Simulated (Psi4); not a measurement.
# BHLYP/aug-cc-pVDZ run of AlH5S (Al(H2S)H3)

What is the vertical electron affinity of AlH5S (Al(H2S)H3) at BHLYP/aug-cc-pVDZ? The job is set up through a Python script.

Program for the calculation: Psi4 1.11.

1 further run of the same task is left out (set aside as unsound or not needed).

**1. The system as given**

AlH5S has 7 atoms, charge 0, and is taken as a singlet. As SMILES, `[H][Al]([H])([H])<-[SH2]`. Geometry: a GFN2-xTB relaxation, a rough one for these elements and not checked as a minimum.

Bond lengths: Al1–S2 2.471 Å, S2–H3 1.332 Å, S2–H4 1.332 Å, Al1–H5 1.563 Å, Al1–H6 1.577 Å, Al1–H7 1.563 Å. Angles: Al1–S2–H3 90.6°, Al1–S2–H4 90.1°, S2–Al1–H5 96.0°, S2–Al1–H6 92.1°, S2–Al1–H7 95.6°, H3–S2–H4 92.6°, H5–Al1–H6 118.7°, H5–Al1–H7 120.8°, H6–Al1–H7 118.6°.

**2. A single-point energy at BHLYP/aug-cc-pVDZ**

The input, alh5s.py:

```python
import psi4

psi4.set_memory(1600000000)
psi4.set_num_threads(1)
psi4.set_output_file('run.log', False)

m = psi4.geometry("""
Al     0.24528645    -0.41946251    -1.91162805
S      0.28691712    -0.47609760     2.75694034
H      0.96867361     1.94666357     2.80677242
H     -2.16464348     0.09318240     2.78999165
H      3.17880280    -0.35373783    -2.24620406
H     -1.25882216     2.15288938    -1.97714486
H     -1.25621434    -2.94343741    -2.21870855
units au
symmetry c1
""")

options = {'basis': 'aug-cc-pVDZ', 'puream': True, 'e_convergence': 1e-09, 'd_convergence': 1e-08, 'scf_type': 'pk', 'dft_radial_points': 99, 'dft_spherical_points': 590}
psi4.set_options(options)

E, wfn = psi4.energy("bhhlyp", molecule=m, return_wfn=True)
psi4.oeprop(wfn, "MAYER_INDICES", "LOWDIN_CHARGES", "QUADRUPOLE")
print('E =', round(E, 9))
```

On the command line:

```
$ python alh5s.py
```

run.log:

```text
[...]
  Running in c1 symmetry.
[...]
  Nuclear repulsion =   85.549490823894658
[...]
  Multiplicity = 1
[...]
  Nalpha       = 17
  Nbeta        = 17
[...]
    Number of basis functions: 99
[...]
   @RKS iter   1:  -643.54876901241562   -3.66229e-01   2.36772e-03 DIIS/ADIIS
[...]
   @RKS iter  10:  -643.59604695878693   -1.93268e-12   1.48586e-09 DIIS
[...]
    Orbital Energies [Eh]
    ---------------------
    Doubly Occupied:
       1A    -90.131882     2A    -56.955790     3A     -8.404890
       4A     -6.261785     5A     -6.259469     6A     -6.255736
       7A     -4.399220     8A     -2.865138     9A     -2.860129
      10A     -2.860058    11A     -0.909621    12A     -0.562551
      13A     -0.501087    14A     -0.472229    15A     -0.371427
      16A     -0.337305    17A     -0.332965
[...]
  @RKS Final Energy:  -643.59604695878693
   => Energetics <=
    Nuclear Repulsion Energy =             85.5494908238946579
    One-Electron Energy =               -1059.8354540839204674
    Two-Electron Energy =                 354.4221601154985137
    DFT Exchange-Correlation Energy =     -23.7322438142596148
    Empirical Dispersion Energy =           0.0000000000000000
    VV10 Nonlocal Energy =                  0.0000000000000000
    Total Energy =                       -643.5960469587869284
[...]
 Multipole Moments:
 ------------------------------------------------------------------------------------
     Multipole            Electronic (a.u.)      Nuclear  (a.u.)        Total (a.u.)
 ------------------------------------------------------------------------------------
 L = 1.  Multiply by 2.5417464519 to convert [e a0] to [Debye]
 Dipole X            :          0.6572768           -0.8580362           -0.2007593
 Dipole Y            :         -1.1002677            1.4461896            0.3459219
 Dipole Z            :          1.7338375           -0.5609049            1.1729326
 Magnitude           :                                                    1.2392486
 L = 2.  Multiply by 1.3450342976 to convert [e a0^2] to [Debye ang]
 Quadrupole XX       :        -42.6739766           19.4676928          -23.2062839
 Quadrupole XY       :         -0.2260167            0.5824781            0.3564614
[...]
```

On the terminal:

```text
E = -643.596046959
```

It took 25 s on 1 thread of AMD EPYC 7R43 (Zen 3), shared host; peak memory 0.86 GiB.

**3. The doublet anion: energy and gradient at UBHLYP/aug-cc-pVDZ**

The input, job.py:

```python
import psi4

psi4.set_memory(1600000000)
psi4.set_num_threads(1)
psi4.set_output_file('output.dat', False)

mol = psi4.geometry("""
-1 2
Al
S 1 2.47078
H 2 1.332124 1 90.60356
H 2 1.331942 3 92.62772 1 -90.12532
H 1 1.562801 2 96.00935 4 165.71672
H 1 1.577235 5 118.65736 2 95.73162
H 1 1.562575 5 120.81947 6 164.03133
symmetry c1
no_reorient
no_com
""")

options = {'basis': 'aug-cc-pVDZ', 'reference': 'uks', 'puream': True, 'e_convergence': 1e-09, 'd_convergence': 1e-08, 'scf_type': 'pk', 'dft_radial_points': 99, 'dft_spherical_points': 590, 'maxiter': 200}
psi4.set_options(options)

e_tot, wfn = psi4.gradient('bhhlyp', return_wfn=True)
psi4.oeprop(wfn, 'QUADRUPOLE', 'DIPOLE', 'MULLIKEN_CHARGES', title='BHHLYP')
print('gradient / Eh bohr^-1')
print(e_tot.np.round(6))
print(f'energy = {wfn.energy():.10f} Eh')
```

On the command line:

```
$ python job.py
```

output.dat (excerpt; [...] marks lines left out):

```text
[...]
  Running in c1 symmetry.
[...]
  Nuclear repulsion =   85.549489793578985
[...]
  Multiplicity = 2
[...]
  Nalpha       = 18
  Nbeta        = 17
[...]
    Number of basis functions: 99
[...]
   @UKS iter   1:  -643.41585306329750   -2.33313e-01   3.51930e-03 ADIIS/DIIS
[...]
   @UKS iter  16:  -643.58394604113096   -1.07320e-10   6.12098e-09 DIIS
[...]
   @S^2 Observed:                7.502890796E-01
[...]
  @UKS Final Energy:  -643.58394604113096
   => Energetics <=
    Nuclear Repulsion Energy =             85.5494897935789851
    One-Electron Energy =               -1064.6586687738990804
    Two-Electron Energy =                 359.3071015578536276
    DFT Exchange-Correlation Energy =     -23.7818686186645181
    Empirical Dispersion Energy =           0.0000000000000000
    VV10 Nonlocal Energy =                  0.0000000000000000
    Total Energy =                       -643.5839460411309574
[...]
  -Total Gradient:
     Atom            X                  Y                   Z
    ------   -----------------  -----------------  -----------------
       1       -0.002308685932     0.002462270553    -0.006066869033
       2        0.014718299701    -0.014030690123    -0.004865116214
       3        0.002208004142     0.018127207753    -0.004406429508
       4       -0.018080182113    -0.003033796444    -0.004381453052
       5        0.008363362704     0.001897891441     0.006048542686
       6       -0.003256484144     0.003128865033     0.007581866392
       7       -0.001649758996    -0.008546538795     0.006072453700
[...]
 Multipole Moments:
 ------------------------------------------------------------------------------------
     Multipole            Electronic (a.u.)      Nuclear  (a.u.)        Total (a.u.)
 ------------------------------------------------------------------------------------
[...]
  Mulliken Charges: (a.u.)
   Center  Symbol    Alpha    Beta     Spin     Total
       1    AL     8.08197  6.68224  1.39973 -1.76422
       2     S     7.39477  8.03624 -0.64147  0.56899
       3     H     0.74672  0.42860  0.31812 -0.17532
       4     H     0.73619  0.42794  0.30825 -0.16413
       5     H     0.41575  0.47825 -0.06251  0.10600
       6     H     0.21042  0.46869 -0.25827  0.32089
       7     H     0.41418  0.47803 -0.06385  0.10779
   Total alpha = 18.00000, Total beta = 17.00000, Total charge = -1.00000
```

On the terminal:

```text
gradient / Eh bohr^-1
[[-0.002309  0.002462 -0.006067]
 [ 0.014718 -0.014031 -0.004865]
 [ 0.002208  0.018127 -0.004406]
 [-0.01808  -0.003034 -0.004381]
 [ 0.008363  0.001898  0.006049]
 [-0.003256  0.003129  0.007582]
 [-0.00165  -0.008547  0.006072]]
energy = -643.5839460411 Eh
```

Wall time 66 s (1 thread of AMD EPYC 7R43 (Zen 3), shared host); peak memory 0.91 GiB.

**4. What came out**

Level: BHLYP/aug-cc-pVDZ.

| quantity | value |
| --- | --- |
| singlet AlH5S: total energy | -643.59605 Eh |
| singlet AlH5S: dipole moment | 3.15 D |
| singlet AlH5S: HOMO energy | -9.06 eV |
| singlet AlH5S: LUMO energy | -0.34 eV |
| singlet AlH5S: HOMO–LUMO gap | 8.72 eV |
| doublet anion: total energy | -643.58395 Eh |
| doublet anion: HOMO energy (highest over α and β) | 1.01 eV |
| doublet anion: LUMO energy (lowest over α and β) | 2.44 eV |
| doublet anion: ⟨S²⟩ | 0.750 |
| doublet anion: largest force on an atom | 1.075 eV/Å |
| vertical electron affinity (to the doublet anion) | -0.329 eV |

**Reading.** The anion lies 0.33 eV (31.8 kJ/mol) above the neutral: the electron isn't bound at this level, and such a value depends on the basis. The HOMO (doublet anion) lies at positive energy, 1.01 eV; only total energies tell whether the electron is bound.
